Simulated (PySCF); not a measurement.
Computed properties of C₂H₃, SMILES [CH]=C

C2H3, SMILES [CH]=C (connectivity only; charge and spin as stated), charge +1, multiplicity 1. Geometry optimised at B3LYP-D3(BJ)/def2-TZVP. The spin state was assumed, not searched. The isomer is the one that the SMILES or the coordinates give; other isomers of the formula were not compared. One conformer was computed; it need not be the lowest. All values are computed for the isolated molecule unless a solvent is named; none is compared with measurement here.

**Structure.** The optimised structure has C2v symmetry. All 9 harmonic modes at B3LYP-D3(BJ)/def2-TZVP (PySCF) are real, so it is a minimum.

**Vibrations.** The strongest infrared lines (harmonic, unscaled, degenerate partners summed) lie at 2999 cm⁻¹ (282 km/mol, H 94 %), 3047 cm⁻¹ (213 km/mol, H 90 %, C 10 %), 3290 cm⁻¹ (122 km/mol, H 87 %, C 13 %). The softest mode is at 293 cm⁻¹ and the zero-point energy is 21.7 kcal/mol.

**Electronic structure.** ωB97X/def2-TZVPD (PySCF) places the frontier levels at -19.44 and -8.51 eV, a gap of 10.93 eV and a mean polarisability of 18.2 bohr³.

**Excitations.** TDDFT-M06-2X/def2-TZVPD (PySCF) has S1 at 2.83 eV (438 nm, f = 0.000, dark); the most intense of the 10 singlets computed lies at 10.70 eV (f = 0.76). T1 (TDA) is at 2.44 eV.

**NMR.** GIAO shifts at KT2/pcSseg-2 (PySCF) (non-relativistic, atoms alike by connectivity averaged): ¹³C from 67.5 to 319.6 ppm against TMS; ¹H from 8.8 to 13.3 ppm against TMS.
